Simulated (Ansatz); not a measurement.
## hcp Os

These are PBEsol (Ansatz, a quantum-chemistry and plane-wave program, plane waves, PAW) values and carry that method's errors.

Run with plane-wave cutoff 500 eV, 20×14×1 k mesh (along the axes of the cell as run), Fermi–Dirac smearing 0.1 eV, scalar-relativistic PAW data made under PBE.

Cell: relaxed at this level.

- surface energy of the (10-10) face = 5.00 J/m²
- work function of the (10-10) face = 4.67 eV

The slab of 12 atoms is relaxed and unreconstructed.

Spin–orbit coupling is not included.

Static lattice: no zero-point or thermal effects.
